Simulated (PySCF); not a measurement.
COS, SMILES O=C=S (connectivity only; charge and spin as stated), charge -1, multiplicity 2. Atoms are numbered in the order given.

```xyz
3

O      0.1747    -1.6510     0.0000
C     -0.3849    -0.5861     0.0000
S      0.0570     1.0453     0.0000
```
Charge -1, spin multiplicity 2.

Geometry optimised at PBE0-D3(BJ)/def2-TZVPD. The multiplicity is an assumed one; other spin states were not compared.

Calculation: B3LYP/def2-TZVPD (PySCF).

The molecule is in vacuum. A positive occupied level means that this level leaves the electron formally unbound; only the finite basis holds it.

The total energy is -511.62228 hartree, the point group comes out as Cs and the α spin, highest occupied and lowest empty level is 0.89 and 3.75 eV. The β spin, highest occupied and lowest empty level comes out as -1.06 and 3.39 eV. The dipole moment about the centre of nuclear charge comes out as 0.25 D and the mean static polarisability is 67.8 bohr³ (10.04 Å³). The polarisability, principal values is 49.9, 63.1, 90.3 bohr³. The ⟨S²⟩ comes out as 0.755 (pure state 0.75).
